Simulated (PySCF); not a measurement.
# Propynyl Isocyanide (C₄H₃N): geometry, NMR shifts, spin-spin couplings, electronic excitations and core binding energies

Wanted: the NMR shifts, spin-spin couplings, electronic excitations and core binding energies of Propynyl Isocyanide (C₄H₃N) (`[C-]#[N+]C#CC`), by calculation.

The runs use PySCF 2.14.0, with density-fitted response routines of our own; the level of theory stands in each step. All values are computed, except where a source is named. Atoms count from 0, in the outputs and in this text.

### 1 Starting geometry

8 atoms, charge 0, multiplicity 1; geometry from: MMFF94s. The atoms were then displaced at random by about 0.03 Å, so the start is not that level's minimum.

Bonds of the start (Å): C0–N1 1.25, N1–C2 1.51, C2–C3 1.04, C3–C4 1.57, C4–H5 1.07, C4–H6 1.06, C4–H7 1.10.

### 2 Optimising the geometry at PBE0-D3(BJ)/def2-SVP

Job settings and geometry (Å):

```
{"job": {"xc": "PBE0", "basis": "def2-SVP", "d3": "d3bj", "grid": 1, "shake": 0.03, "kind": "geom"}, "charge": 0, "multiplicity": 1}
C      3.771160     0.155690     0.525510
N      2.535000     0.146260     0.352470
C      1.043050     0.062160     0.140300
C      0.014960     0.001460    -0.002410
C     -1.539820    -0.115950    -0.215940
H     -1.916260    -1.062420     0.117840
H     -1.765340     0.044870    -1.235530
H     -2.004520     0.682270     0.389550
```

Command:

```sh
OMP_NUM_THREADS=1 python probes_run.py task.json out
```

This one command runs all jobs of the session in turn.

**Question.** This job is followed by: GIAO PBE0/pcSseg-1 NMR shielding, non-relativistic, gas phase; B3LYP/pcJ-1 indirect spin-spin coupling, non-relativistic, gas phase; TDDFT B3LYP/def2-SVPD, vertical, gas phase, core orbitals frozen in the response; GIAO WP04/pcSseg-2 NMR shielding, non-relativistic, gas phase; delta-SCF UKS SCAN, pcX-2 on the ionised atom, pcseg-1 elsewhere, spin-free X2C. What will the session give for the following? point group; rotational constants (main isotopes); ¹³C shifts against TMS (PBE0/pcSseg-1); ¹H shifts against TMS (PBE0/pcSseg-1, means over atoms taken as alike); ¹⁵N shifts against NH3 (PBE0/pcSseg-1); largest coupling of the table (B3LYP/pcJ-1); lowest singlet (B3LYP/def2-SVPD); brightest single state of those computed; lowest triplet; vertical ionisation energy (ΔSCF); vertical electron affinity (ΔSCF); C1s binding energies, SCAN/pcX-2 (standing for 2 of 4 atoms); N1s binding energies, SCAN/pcX-2; range of the shift of N1.

The runs gave:

```
                                                              quantity                                             value
                                                           point group                                               C3v
                                  rotational constants (main isotopes)                            158.08, 2.19, 2.19 GHz
                                ¹³C shifts against TMS (PBE0/pcSseg-1)                        184.6, 66.4, 53.9, 3.3 ppm
¹H shifts against TMS (PBE0/pcSseg-1, means over atoms taken as alike)                                          2.00 ppm
                                ¹⁵N shifts against NH3 (PBE0/pcSseg-1)                                         180.0 ppm
                           largest coupling of the table (B3LYP/pcJ-1)                           ¹J(C,C) C2–C3, 267.3 Hz
                                      lowest singlet (B3LYP/def2-SVPD)                       5.10 eV (243 nm), f = 0.000
                              brightest single state of those computed                       state 8, 7.73 eV, f = 1.550
                                                        lowest triplet                                           4.23 eV
                                     vertical ionisation energy (ΔSCF)                                          10.29 eV
                                     vertical electron affinity (ΔSCF)  -0.96 eV (unbound: the value hangs on the basis)
          C1s binding energies, SCAN/pcX-2 (standing for 2 of 4 atoms)                           C2 292.28, C4 292.21 eV
                                      N1s binding energies, SCAN/pcX-2                                      N1 407.31 eV
                                              range of the shift of N1                                165.9 to 180.0 ppm
```

In words: The start was shaken at random, so part of the energy gained undoes that. Relaxing lowered the energy by 3.442 eV in 6 steps; the close pair that moved most is N1–C2, from 1.509 to 1.309 Å. No frequency check was run at this level, so the end point may be a saddle. In the run at B3LYP/pcJ-1, the largest coupling of the table is C2–C3, 267.3 Hz, of which the Fermi-contact term gives 244.9 Hz. The lowest singlet, at 5.10 eV, is HOMO→LUMO+1 0.43, HOMO−1→LUMO 0.43 and is dark; of the 10 states computed, the strongest absorption comes from state 8 at 7.73 eV. The lowest triplet lies 0.87 eV below the lowest singlet (triplets in Tamm-Dancoff, singlets in full TDDFT). ΔSCF puts the ionisation energy at 10.29 eV, 2.45 eV above −ε(HOMO). The C1s levels computed lie within 0.07 eV of one another, too close to rank. Only 2 of the 4 C atoms are covered by sound results. In ppm, N1 moves most: its shift spreads over 14.1 ppm, from 165.9 (WP04/pcSseg-2) to 180.0 (PBE0/pcSseg-1).
